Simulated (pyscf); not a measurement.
Four-centre exchange: `[SH][Zn][SH]` + `[SeH2]` -> `[SH2]` + `[SH][Zn][SeH]`

Gas phase, singlet surface, charge 0. Bonds broken: S1–Zn2, Se6–H7. Bonds formed: S1–H7, Zn2–Se6. PySCF, gas phase, ωB97X-D3(BJ)/def2-SVP geometries.

Transition state (Å):

```xyz
8

S     -2.0268    -0.4336     0.3430
Zn     0.2729     0.0397     0.0435
S      1.5958     0.9361    -1.4387
H     -1.9341    -1.6394    -0.2555
H      0.5841     1.2569    -2.2705
Se     0.5865    -0.9940     2.3052
H     -1.0182    -0.9298     1.6702
H      0.4098     0.3134     2.9489
```

One imaginary mode, 907i cm⁻¹; descent along it reached the two sides named, in the forms told below.

```tsv
bond	change	reactant side (Å)	saddle	product side
S1–Zn2	breaks	2.197	2.367	2.6
Se6–H7	breaks	1.466	1.727	3.8
S1–H7	forms	3.7	1.739	1.348
Zn2–Se6	forms	2.7	2.506	2.298
```

Electronic energies relative to the separated reactants (kcal/mol):

```json
[
 {"level": "ωB97X-D3(BJ)/def2-TZVP", "barrier": "0.7", "reaction energy": "-5.0", "reverse barrier": "5.7"},
 {"level": "PBE/def2-TZVP", "barrier": "-0.7", "reaction energy": "-3.6", "reverse barrier": "2.9"},
 {"level": "r²SCAN/def2-TZVP", "barrier": "-1.1", "reaction energy": "-3.7", "reverse barrier": "2.7"},
 {"level": "B3LYP-D3(BJ)/def2-TZVP", "barrier": "1.9", "reaction energy": "-4.1", "reverse barrier": "6.0"},
 {"level": "PBE0-D3(BJ)/def2-TZVP", "barrier": "-1.1", "reaction energy": "-4.2", "reverse barrier": "3.1"},
 {"level": "M06-2X/def2-TZVP", "barrier": "1.5", "reaction energy": "-5.0", "reverse barrier": "6.5"},
 {"level": "ωB97M-D3(BJ)/def2-TZVP", "barrier": "5.5", "reaction energy": "-3.8", "reverse barrier": "9.4"},
 {"level": "HF/def2-TZVP", "barrier": "19.9", "reaction energy": "-5.0", "reverse barrier": "24.8"}
]
```

With ωB97M-D3(BJ)/def2-TZVP energies and thermal terms (ideal gas, 1 atm, RRHO with modes under 100 cm⁻¹ raised to 100, one conformer, R ln 2 for rigid chiral ones), in kcal/mol:

```tsv
T (K)	ΔH‡	ΔG‡	ΔH	ΔG
298	4.6	15.5	-3.4	-3.7
600	5.2	26.4	-3.4	-4.0
900	6.0	36.9	-3.5	-4.3
1200	6.8	47.1	-3.5	-4.5
```

On the reactant side the descent ends in an adduct with a Se–Zn contact, 11.6 kcal/mol under the separated species and 12.2 kcal/mol under the saddle at ωB97X-D3(BJ)/def2-TZVP. On the product side the descent ends in an adduct with a S–Zn contact, 9.7 kcal/mol under the separated species and 15.4 kcal/mol under the saddle at ωB97X-D3(BJ)/def2-TZVP. At PBE, r²SCAN, PBE0-D3(BJ) the saddle lies under the separated reactants, which points to a path from their complex (located at ωB97X-D3(BJ) alone). What is counted as formed (Se–Zn) is already present as a longer contact in the reactant adduct; forming that adduct is a step of its own. What is counted as broken (S–Zn) persists as a longer contact in the product adduct; parting that adduct is a step of its own. This is the saddle that the search found; another between the same sides may lie lower. Elements up to Kr have no core potential and no relativistic terms here.
